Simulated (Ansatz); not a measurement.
# H2O (water): levels of theory compared

Wanted: a comparison of 6 runs (UHF/6-31G*, BLYP/6-31G*, SVWN5/6-31G*, MP2/3-21G, CCSDT(Q)/3-21G, FCI/3-21G) of H2O (water). 

The calculation is run with Ansatz 0.2.0.

67 further runs of the same task are left out: 1 that didn't finish, 66 set aside as unsound or not needed.

### Step 1. The molecule

H2O has 3 atoms, charge 0, and is taken as a singlet. As SMILES, `O`. The H3–O1 distance was set to 2.399 Å, away from the relaxed value. At this shape a bond of the SMILES string is far longer than usual.

Bond lengths: O1–H2 0.960 Å.

### Step 2. A single-point energy at UHF/6-31G(d) (spherical functions) (run 1)

Contents of run.yaml:

```yaml
crystal:
  periodic: [false, false, false]
  atoms:
    - {symbol: O, position_ang: [-0.511050, 1.623402, -0.089450]}
    - {symbol: H, position_ang: [0.258150, 1.971602, 0.366450]}
    - {symbol: H, position_ang: [-0.163800, -0.748600, -0.174700]}
basis:
  gaussian:
    orbitals: 6-31G_st_-spherical.json
hamiltonian:
  xc: hf
accuracy: high
magnetization:
  spin_polarized: true
```

The basis set 6-31G* is read from a file made from the Basis Set Exchange's data (not shown).

Started as:

```sh
$ ansatz run run.yaml --threads 1 --pin off --max-ram 2610MiB --events-out events.jsonl --progress --plain --runs-dir runs
```

Standard output:

```text
Warning: RAYON_NUM_THREADS=1 ignored (pool sized by the plan → 1); use --threads N
Functional definition: HF
  name "HF"
  exchange = exact_x
  correlation = 0
300 factors; integrals over basis functions are off by at most 3.3e-9 eV
mean field evaluation 1: about -2053.5588 eV, gradient 3.2e1 eV
mean field evaluation 2: about -2053.5599 eV, gradient 3.2e1 eV
mean field evaluation 4: about -2060.2875 eV, gradient 3.8e0 eV
mean field evaluation 8: about -2060.4494 eV, gradient 1.8e-1 eV
mean field evaluation 16: about -2061.2863 eV, gradient 5.3e0 eV
mean field evaluation 32: about -2061.9370 eV, gradient 6.0e0 eV
mean field evaluation 64: about -2064.6931 eV, gradient 1.7e-2 eV
mean field evaluation 96: about -2064.7646 eV, gradient 1.9e0 eV
mean field evaluation 128: about -2045.5490 eV, gradient 5.4e1 eV
mean field -2064.79913535 eV, -75.8799686528 hartree, gradient 1.4e-8 eV, S^2 0.981339; 7 other end points of the search recorded, 0 dependent functions left out
reference -2064.79913535 eV, -75.8799686528 hartree; 5, 5 occupied and 13, 13 virtual orbitals, 300 factors
Total energy: -2064.79913535 eV, -75.8799686528 hartree
```

It took 0.26 s on 1 thread of Arm Neoverse N1, shared host.

### Step 3. A single-point energy at BLYP/6-31G(d) (spherical functions) (run 2)

Contents of job.yaml:

```yaml
crystal:
  periodic: [false, false, false]
  atoms:
    - {symbol: O, position_ang: [-0.511050, 1.623402, -0.089450]}
    - {symbol: H, position_ang: [0.258150, 1.971602, 0.366450]}
    - {symbol: H, position_ang: [-0.163800, -0.748600, -0.174700]}
basis:
  gaussian:
    orbitals: 6-31G_st_-spherical.json
hamiltonian:
  xc: {name: BLYP}
accuracy: high
```

The basis set 6-31G* is read from a file made from the Basis Set Exchange's data (not shown).

Started as:

```sh
$ ansatz run job.yaml --threads 1 --pin off --max-ram 2610MiB --events-out events.jsonl --progress --plain --runs-dir runs
```

Standard output:

```text
Warning: RAYON_NUM_THREADS=1 ignored (pool sized by the plan → 1); use --threads N
Functional definition: BLYP
  name "BLYP"
  parameter beta = 0.0042
  parameter a = 0.04918
  parameter b = 0.132
  parameter c = 0.2533
  parameter d = 0.349
  exchange = b88_x(beta = beta)
  correlation = lyp_c(a = a, b = b, c = c, d = d)
300 factors; integrals over basis functions are off by at most 3.3e-9 eV
mean field evaluation 1: about -2058.7679 eV, gradient 7.0e1 eV
mean field evaluation 2: about -2009.4206 eV, gradient 1.5e2 eV
mean field evaluation 4: about -2064.6819 eV, gradient 4.3e1 eV
mean field evaluation 8: about -2057.3883 eV, gradient 4.2e1 eV
mean field evaluation 16: about -2073.1480 eV, gradient 7.3e-5 eV
mean field -2073.14802977 eV, -76.1867848640 hartree, gradient 2.7e-8 eV, S^2 0.000000; 0 other end points of the search recorded, 0 dependent functions left out
reference -2073.14806199 eV, -76.1867860479 hartree; 5, 5 occupied and 13, 13 virtual orbitals, 300 factors
Total energy: -2073.14806199 eV, -76.1867860479 hartree
```

Run time: 0.68 s. Hardware: 1 thread of Arm Neoverse N1, shared host.

Run 3 isn't shown in full; the table further down has it.

### Step 4. A single-point energy at MP2/3-21G (run 4)

Edit run.yaml of step 2 so:

```diff
@@ -8,7 +8,6 @@
   gaussian:
-    orbitals: 6-31G_st_-spherical.json
-hamiltonian:
-  xc: hf
+    orbitals: 3-21G.json
+correlation:
+  method: mp2
+  frozen_orbitals: {H: 0, O: 1}
 accuracy: high
-magnetization:
-  spin_polarized: true
```

The basis set 3-21G is read from a file made from the Basis Set Exchange's data (not shown).

Started as:

```sh
$ ansatz run run.yaml --threads 1 --pin off --max-ram 2610MiB --events-out events.jsonl --progress --plain --runs-dir runs
```

Standard output, shortened:

```text
Warning: RAYON_NUM_THREADS=1 ignored (pool sized by the plan → 1); use --threads N
[... 2 set-up lines as earlier in the session ...]
[...]
183 factors; integrals over basis functions are off by at most 5.4e-9 eV
[...]
mean field -2049.00285609 eV, -75.2994660972 hartree, gradient 2.9e-8 eV, S^2 0.000000; 0 other end points of the search recorded, 0 dependent functions left out; unrestricted orbitals would lower it
unrestricted determinant -2053.57134858 eV, -75.4673550998 hartree, S^2 0.9803
1 core orbitals not correlated: weight in the atoms' cores, before any rotation towards them, 1.000 or more for the frozen orbitals, at most 0.000 for the correlated occupied ones
reference -2049.00285609 eV, -75.2994660972 hartree; 4, 4 occupied and 8, 8 virtual orbitals, 183 factors
second order -5.70046077 eV of doubles, -0.00000000 eV of singles
Total energy: -2054.70331686 eV, -75.5089541667 hartree
```

Run time: 0.08 s. Hardware: 1 thread of Arm Neoverse N1, shared host.

Run 5 isn't shown in full; the table further down has it.

### Step 5. The energy at FCI/3-21G (run 6)

Contents of in.yaml:

```yaml
crystal:
  periodic: [false, false, false]
  atoms:
    - {symbol: O, position_ang: [-0.511050, 1.623402, -0.089450]}
    - {symbol: H, position_ang: [0.258150, 1.971602, 0.366450]}
    - {symbol: H, position_ang: [-0.163800, -0.748600, -0.174700]}
basis:
  gaussian: {orbitals: 3-21G.json}
correlation: {method: fci, frozen_orbitals: {H: 0, O: 1}}
accuracy: high
```

The basis set 3-21G is read from a file made from the Basis Set Exchange's data (not shown).

Started as:

```sh
$ ansatz run in.yaml --threads 1 --pin off --max-ram 2610MiB --events-out events.jsonl --progress --plain --runs-dir runs
```

Standard output, shortened:

```text
Warning: RAYON_NUM_THREADS=1 ignored (pool sized by the plan → 1); use --threads N
[... 2 set-up lines as earlier in the session ...]
[...]
183 factors; integrals over basis functions are off by at most 5.4e-9 eV
[...]
mean field -2049.00285609 eV, -75.2994660972 hartree, gradient 2.9e-8 eV, S^2 0.000000; 0 other end points of the search recorded, 0 dependent functions left out; unrestricted orbitals would lower it
unrestricted determinant -2053.57134858 eV, -75.4673550998 hartree, S^2 0.9803
1 core orbitals not correlated: weight in the atoms' cores, before any rotation towards them, 1.000 or more for the frozen orbitals, at most 0.000 for the correlated occupied ones
reference -2049.00285609 eV, -75.2994660972 hartree; 4, 4 occupied and 8, 8 virtual orbitals, 183 factors
state -2056.28476021 eV, -75.5670711377 hartree
Total energy: -2056.28476021 eV, -75.5670711377 hartree
```

Wall time 1.2 s (1 thread of Arm Neoverse N1, shared host).

### Step 6. Overview of the runs

```csv
run,level,frozen core orbitals,energy (Eh),wall time
1,UHF/6-31G* (spherical functions),–,-75.879969,0.26 s
2,BLYP/6-31G* (spherical functions),–,-76.186786,0.68 s
3,SVWN5/6-31G* (spherical functions),–,-75.627254,0.46 s
4,MP2/3-21G,1,-75.508954,0.08 s
5,CCSDT(Q)/3-21G,1,-75.567381,0.59 s
6,FCI/3-21G,1,-75.567071,1.2 s
```

### Step 7. Results

```
                                         quantity         value
                              run 6: total energy  -75.56707 Eh
run 6: correlation energy (1 core orbital frozen)    -267.6 mEh
```

Against full CI in this basis: MP2 +58.1 mEh; CCSDT(Q) -0.3 mEh. Totals of different functionals can't be ranked against each other. In runs 4, 5 the log says that unrestricted orbitals would lower the reference, so the values rest on an unstable closed-shell determinant (other closed-shell runs at this shape may share the fault). In runs 2, 3, 4 a closed-shell determinant meets a far-stretched bond, which it describes badly. Spin contamination of the reference: run 1 ⟨S²⟩ = 0.98. Where it is this large, the reference is a mixture of spin states, and values that rest on it are in doubt. All runs together took 3.3 s, the longest 1.2 s.
